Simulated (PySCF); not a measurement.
# Basis-set dependence of population analyses: methylenecyclopentane

Methylenecyclopentane, C₆H₁₀.
Geometry (PBE0-D3(BJ)/def2-SVP, Å), atoms numbered from 1 in this order:
```xyz
16
C6H10 angstrom
C      2.265   -0.206   -0.062
C      0.937   -0.086   -0.026
C     -0.019   -1.008    0.705
C     -1.357   -0.263    0.697
C     -1.323    0.509   -0.622
C      0.125    0.996   -0.710
H      2.782   -1.006    0.476
H      2.885    0.493   -0.630
H      0.336   -1.274    1.712
H     -0.112   -1.953    0.141
H     -1.396    0.447    1.541
H     -2.227   -0.930    0.792
H     -1.540   -0.178   -1.459
H     -2.061    1.324   -0.671
H      0.466    1.195   -1.737
H      0.238    1.941   -0.149
```

PBE0 throughout (PySCF), one geometry, spherical d and f functions. The structure is a single PBE0-D3(BJ)/def2-SVP conformer in the gas phase; no vibrational or solvent corrections. Atoms taken as equivalent share a column and are averaged.

Mulliken charges (e):

| basis | functions | C1 | C2 | C3/C6 | C4/C5 | H7/H8 | H9/H10/H15/H16 | H11/H12/H13/H14 |
| --- | --- | --- | --- | --- | --- | --- | --- | --- |
| STO-3G | 40 | -0.190 | +0.005 | -0.154 | -0.142 | +0.075 | +0.082 | +0.075 |
| 6-31G | 74 | -0.411 | +0.129 | -0.363 | -0.335 | +0.146 | +0.180 | +0.166 |
| pcSseg-0 | 74 | -0.367 | -0.133 | -0.470 | -0.496 | +0.206 | +0.257 | +0.248 |
| 6-31G* | 104 | -0.466 | +0.182 | -0.382 | -0.345 | +0.159 | +0.184 | +0.171 |
| def2-SVP | 134 | -0.083 | -0.239 | +0.033 | -0.083 | +0.031 | +0.049 | +0.041 |
| cc-pVDZ | 134 | -0.029 | -0.233 | +0.012 | -0.072 | +0.023 | +0.050 | +0.035 |
| pcSseg-1 | 152 | -0.092 | -0.432 | -0.117 | -0.234 | +0.101 | +0.135 | +0.120 |
| 6-311+G(2d,p) | 222 | -0.450 | +0.960 | -0.721 | -0.206 | +0.114 | +0.148 | +0.131 |
| aug-cc-pVDZ | 228 | +0.999 | +0.205 | +0.167 | +0.699 | -0.542 | -0.195 | -0.268 |
| def2-TZVP | 246 | -0.322 | -0.029 | -0.175 | -0.196 | +0.119 | +0.111 | +0.102 |
| IGLO-III | 310 | -0.320 | +0.114 | -0.251 | -0.229 | +0.091 | +0.127 | +0.119 |
| cc-pVTZ | 320 | -0.308 | +0.031 | -0.158 | -0.172 | +0.105 | +0.094 | +0.087 |

IAO charges (e):

| basis | functions | C1 | C2 | C3/C6 | C4/C5 | H7/H8 | H9/H10/H15/H16 | H11/H12/H13/H14 |
| --- | --- | --- | --- | --- | --- | --- | --- | --- |
| STO-3G | 40 | -0.281 | -0.007 | -0.266 | -0.255 | +0.129 | +0.137 | +0.131 |
| 6-31G | 74 | -0.354 | +0.028 | -0.284 | -0.266 | +0.143 | +0.148 | +0.137 |
| pcSseg-0 | 74 | -0.331 | +0.011 | -0.286 | -0.271 | +0.139 | +0.150 | +0.139 |
| 6-31G* | 104 | -0.340 | +0.025 | -0.270 | -0.253 | +0.138 | +0.141 | +0.130 |
| def2-SVP | 134 | -0.338 | +0.026 | -0.265 | -0.248 | +0.135 | +0.140 | +0.127 |
| cc-pVDZ | 134 | -0.349 | +0.027 | -0.271 | -0.253 | +0.140 | +0.143 | +0.130 |
| pcSseg-1 | 152 | -0.349 | +0.022 | -0.270 | -0.254 | +0.140 | +0.143 | +0.131 |
| 6-311+G(2d,p) | 222 | -0.364 | +0.028 | -0.277 | -0.260 | +0.144 | +0.147 | +0.134 |
| aug-cc-pVDZ | 228 | -0.365 | +0.029 | -0.276 | -0.259 | +0.144 | +0.146 | +0.133 |
| def2-TZVP | 246 | -0.363 | +0.028 | -0.277 | -0.261 | +0.144 | +0.147 | +0.134 |
| IGLO-III | 310 | -0.365 | +0.028 | -0.278 | -0.261 | +0.145 | +0.147 | +0.134 |
| cc-pVTZ | 320 | -0.362 | +0.029 | -0.278 | -0.261 | +0.144 | +0.147 | +0.134 |

Some averages cover members that differ in this geometry, most widely: H9/H10/H15/H16, Mulliken in aug-cc-pVDZ -0.277 to -0.114; H11/H12/H13/H14, Mulliken in aug-cc-pVDZ -0.297 to -0.238 e.

Which scheme is steadiest as the basis changes?

Largest range over the bases for any column: IAO 0.08 e, Mulliken 1.46 e. IAO charges move least and Mulliken charges most, counted in e. Without the minimal STO-3G basis the ranges are IAO 0.03, Mulliken 1.46 e.

How much do the charges still move between the two largest bases, IGLO-III and cc-pVTZ?

At most, over all atoms: Mulliken 0.093 e, IAO 0.003 e.

What do the same runs give for the total energy, the frontier levels and the dipole moment?

```
        basis  energy (Eh)  HOMO (eV)  LUMO (eV)  μ (D)
       STO-3G    -231.5777      -5.11       3.82   0.47
        6-31G    -234.2964      -6.60       0.83   0.63
     pcSseg-0    -233.8333      -6.92       0.52   0.49
       6-31G*    -234.3478      -6.58       0.77   0.60
     def2-SVP    -234.1865      -6.79       0.45   0.60
      cc-pVDZ    -234.3653      -6.72       0.51   0.64
     pcSseg-1    -234.3203      -6.86       0.31   0.62
6-311+G(2d,p)    -234.4150      -6.84       0.04   0.71
  aug-cc-pVDZ    -234.3773      -6.82      -0.04   0.71
    def2-TZVP    -234.4322      -6.83       0.25   0.70
     IGLO-III    -234.4397      -6.83       0.14   0.71
      cc-pVTZ    -234.4287      -6.81       0.31   0.67
```

The dipole is fixed by the density alone, so its range of 0.24 D shows that the density itself changes with the basis, not only its division among atoms.
